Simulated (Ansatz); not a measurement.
Geometry optimisation, Ansatz, UKS B3LYP-D4/def2-SVP.

The input (input.yaml):

```yaml
crystal:
  periodic: [false, false, false]
  atoms:
    - { symbol: C, position_ang: [1.6711, 1.2177, -0.6695] }
    - { symbol: C, position_ang: [0.9048, 0.3565, -0.3058] }
    - { symbol: C, position_ang: [0.0191, -0.6929, 0.1366] }
    - { symbol: C, position_ang: [-1.4456, -0.1853, 0.4066] }
    - { symbol: O, position_ang: [-1.8193, 0.9566, 0.3421] }
    - { symbol: H, position_ang: [2.3262, 1.9739, -1.0128] }
    - { symbol: H, position_ang: [-0.0775, -1.4413, -0.6313] }
    - { symbol: H, position_ang: [-0.14852, 0.61292, -0.19237] }
    - { symbol: H, position_ang: [-2.1021, -0.9834, 0.7742] }
magnetization:
  spin_polarized: true
basis:
  gaussian: { orbitals: def2-SVP }
hamiltonian:
  xc: b3lyp
  dispersion: d4
relax:
  f_tol: 0.02
  max_steps: 50
output:
  orbitals: {}
```

Run as:

```bash
$ ansatz run input.yaml --threads 2 --pin off --max-ram 3072MiB --backend cpu --events-out ev --progress --plain --runs-dir out
```

Q: Where does it end, and by what steps?

A: The forces met the threshold. After 17 steps the energy has fallen by 4.207 eV; H8 moved furthest, 1.74 Å. Parted: C2–H8 (1.09 → 2.12 Å).

```json
{"step": "0", "energy less start (eV)": "0.0000", "largest force component (eV/Å)": "2.523", "accepted": "yes"}
{"step": "1", "energy less start (eV)": "-0.5600", "largest force component (eV/Å)": "1.959", "accepted": "yes"}
{"step": "2", "energy less start (eV)": "-0.9409", "largest force component (eV/Å)": "1.178", "accepted": "yes"}
{"step": "3", "energy less start (eV)": "-1.1707", "largest force component (eV/Å)": "1.382", "accepted": "yes"}
{"step": "4", "energy less start (eV)": "-1.4765", "largest force component (eV/Å)": "1.764", "accepted": "yes"}
{"step": "5", "energy less start (eV)": "-1.9275", "largest force component (eV/Å)": "2.293", "accepted": "yes"}
{"step": "6", "energy less start (eV)": "-2.5066", "largest force component (eV/Å)": "2.827", "accepted": "yes"}
{"step": "7", "energy less start (eV)": "-3.1079", "largest force component (eV/Å)": "2.882", "accepted": "yes"}
{"step": "8", "energy less start (eV)": "-3.6460", "largest force component (eV/Å)": "1.743", "accepted": "yes"}
{"step": "9", "energy less start (eV)": "-3.9178", "largest force component (eV/Å)": "0.831", "accepted": "yes"}
{"step": "10", "energy less start (eV)": "-3.9826", "largest force component (eV/Å)": "0.741", "accepted": "yes"}
{"step": "11", "energy less start (eV)": "-4.0665", "largest force component (eV/Å)": "0.969", "accepted": "yes"}
{"step": "12", "energy less start (eV)": "-4.1273", "largest force component (eV/Å)": "0.803", "accepted": "yes"}
{"step": "13", "energy less start (eV)": "-4.1712", "largest force component (eV/Å)": "0.622", "accepted": "yes"}
{"step": "14", "energy less start (eV)": "-4.1951", "largest force component (eV/Å)": "0.406", "accepted": "yes"}
{"step": "15", "energy less start (eV)": "-4.2013", "largest force component (eV/Å)": "0.298", "accepted": "yes"}
{"step": "16", "energy less start (eV)": "-4.2066", "largest force component (eV/Å)": "0.031", "accepted": "yes"}
{"step": "17", "energy less start (eV)": "-4.2066", "largest force component (eV/Å)": "0.013", "accepted": "yes"}
```

```xyz
9
Properties=species:S:1:pos:R:3
C 1.765 1.369 -0.460
C 0.850 0.578 -0.456
C -0.255 -0.370 -0.447
C -1.375 -0.059 0.540
O -1.409 0.883 1.282
H 2.575 2.074 -0.459
H 0.100 -1.394 -0.219
H -0.721 -0.450 -1.448
H -2.203 -0.817 0.514
```

Time of the run: 46 s on 2 threads of Arm Neoverse V2, on a shared host, peak memory 0.23 GiB.
